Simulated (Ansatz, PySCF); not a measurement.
Species: S₂, net charge 0, triplet state. 
Structure (B3LYP-D3(BJ)/def2-TZVP (Ansatz, a first-principles code) minimum search):
SMILES: S=S
```xyz
2

S      0.0000     0.0000    -0.9518
S      0.0000     0.0000     0.9518
```
Charge 0, spin multiplicity 3.

Total electronic energies in hartree. Cores are frozen in the correlated levels unless marked. Open shells are spin-unrestricted. No spin-orbit coupling. No relativistic terms. Basis-set limits of correlation are two-point, X^-3; Hartree-Fock from the larger set (for Q and 5 zeta extrapolated as (X+1)exp(-9√X)). The bracket is a focal-point correction in the basis named.

```tsv
level	program	energy (Eh)
HF/aug-cc-pV(D+d)Z	Ansatz	-795.07448
BLYP/def2-TZVPD	PySCF	-796.40560
BP86-D3(BJ)/def2-TZVPD	PySCF + dftd3	-796.48616
r2SCAN/def2-TZVPD	Ansatz	-796.34541
r2SCAN-D4/def2-TZVPD	Ansatz + dftd4	-796.34568
B3LYP/def2-TZVPD	Ansatz	-796.43078
PBE0/STO-3G	Ansatz	-787.27299
PBE0-D3(BJ)/def2-TZVP	Ansatz + dftd3	-796.11844
BHLYP-D4/def2-TZVPD	Ansatz + dftd4	-796.39306
TPSSh-D4/def2-TZVPD	PySCF + dftd4	-796.43239
r2SCAN0-D4/def2-TZVPD	Ansatz + dftd4	-796.33331
CAM-B3LYP/def2-TZVPD	Ansatz	-796.41491
wB97X-V/def2-TZVPD	Ansatz	-796.26545
wB97X/def2-TZVPD	Ansatz	-796.38181
MP2/cc-pV(Q+d)Z	Ansatz	-795.44804
MP2/CBS(cc-pV(T+d)Z,cc-pV(Q+d)Z)	Ansatz	-795.4681
SCS-MP2/aug-cc-pV(T+d)Z	Ansatz	-795.41068
SCS-MP2/aug-cc-pV(Q+d)Z	Ansatz	-795.44434
CCSD(T)/def2-QZVPPD	Ansatz	-795.49684
RI-MP2/CBS(cc-pV(T+d)Z,cc-pV(Q+d)Z)+[CCSD(T)-MP2]/cc-pV(T+d)Z	Ansatz	-795.5153
RI-MP2/CBS(def2-TZVPP,def2-QZVPP)+[CCSD(T)-MP2]/def2-QZVPP	Ansatz	-795.5173
CCSD(T)/CBS(def2-TZVPPD,def2-QZVPPD)	Ansatz	-795.5162
CCSD(T)/CBS(cc-pV(Q+d)Z,cc-pV(5+d)Z)	Ansatz	-795.5155
```

Totals of different functionals don't rank their quality; only differences between species are comparable.
